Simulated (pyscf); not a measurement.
H₃Si–O–PH₂ + H atom (H•) → •H₂Si–O–PH₂ + hydrogen (H₂), a hydrogen abstraction (doublet surface; H–Si broken, H–H formed). PySCF, gas phase, ωB97X-D3(BJ)/def2-SVP geometries. Energies in kcal/mol from the separated reactants.

Small-basis levels: PySCF, no dispersion term, spherical d functions. Open shells are spin-unrestricted. 

Quick B3LYP/6-31G* single points give ΔE‡ = 1.7 kcal/mol and ΔE = -13.1 kcal/mol. What does ωB97M-D3(BJ)/def2-TZVP give, and how far is the quick result from it?

ωB97M-D3(BJ)/def2-TZVP gives ΔE‡ = 5.1 kcal/mol and ΔE = -9.2 kcal/mol. B3LYP/6-31G* lies 3.5 kcal/mol under it in the barrier and 4.0 kcal/mol under it in the reaction energy, so on this step it does not hold to within 3.0 kcal/mol. ωB97M-D3(BJ)/def2-TZVP has limits of its own. H₃Si–O–PH₂ lies 5.7 kcal/mol over its isomer HO–SiH₂–PH₂ (electronic energy, ωB97M-D3(BJ)/def2-TZVP). •H₂Si–O–PH₂ lies 16.3 kcal/mol over its isomer H₃Si–O–PH• (electronic energy, ωB97M-D3(BJ)/def2-TZVP). One saddle was located; it need not be the lowest between these sides. The angle at the transferred H is 176°.
